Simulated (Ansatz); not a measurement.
Geometry optimisation, RKS r2SCAN/6-31G* (Ansatz).

Input:

```yaml
crystal:
  periodic: [false, false, false]
  atoms:
    - { symbol: B, position_ang: [0.057526, -0.217628, -0.024533] }
    - { symbol: H, position_ang: [-0.013452, -0.509991, 1.128388] }
    - { symbol: Cl, position_ang: [1.574924, -0.499481, -0.867154] }
    - { symbol: H, position_ang: [-0.883567, 0.142974, -0.662621] }
    - { symbol: "N", position_ang: [0.358771, 2.2137, 1.209558] }
    - { symbol: H, position_ang: [1.304227, 2.097027, 0.846546] }
    - { symbol: H, position_ang: [-0.258307, 2.459136, 0.437951] }
    - { symbol: H, position_ang: [0.051778, 1.301362, 1.594164] }
basis:
  gaussian: { orbitals: "6-31G*" }
hamiltonian:
  xc: r2scan
relax:
  f_tol: 0.03
  max_steps: 50
output:
  orbitals: {}
```

Launched with:

```bash
$ ansatz run input.yaml --threads 1 --pin off --max-ram 2048MiB --backend cpu --events-out ev --progress --plain --runs-dir out
```

Where does it end, and by what steps?

It converged. After 16 steps the energy has fallen by 1.367 eV; N5 moved furthest, 0.72 Å. Joined: B1–N5 (2.74 → 1.64 Å).

| step | energy less start (eV) | largest force component (eV/Å) | accepted |
| --- | --- | --- | --- |
| 0 | 0.0000 | 0.911 | yes |
| 1 | -0.0345 | 0.885 | yes |
| 2 | -0.0562 | 0.974 | yes |
| 3 | -0.0745 | 0.893 | yes |
| 4 | -0.0850 | 0.672 | yes |
| 5 | -0.1129 | 0.204 | yes |
| 6 | -0.1218 | 0.195 | yes |
| 7 | -0.1272 | 0.217 | yes |
| 8 | -0.1353 | 0.277 | yes |
| 9 | -0.1494 | 1.844 | yes |
| 10 | -0.5125 | 2.546 | yes |
| 11 | -1.0858 | 1.983 | yes |
| 12 | -1.2829 | 0.802 | yes |
| 13 | -1.3509 | 0.468 | yes |
| 14 | -1.3569 | 0.260 | yes |
| 15 | -1.3662 | 0.071 | yes |
| 16 | -1.3667 | 0.011 | yes |

```xyz
8
Properties=species:S:1:pos:R:3
B 0.078 0.109 0.210
H 0.258 -0.658 1.123
Cl 1.401 -0.029 -1.101
H -1.031 0.127 -0.261
N 0.325 1.610 0.826
H 1.270 1.688 1.207
H 0.235 2.313 0.090
H -0.344 1.828 1.568
```

Whether the end is a true minimum wasn't checked by a vibrational analysis.

Run time: 33 s on 1 thread of Intel(R) Xeon(R) Platinum 8488C (Sapphire Rapids), with other jobs on the host, peak memory 0.16 GiB.
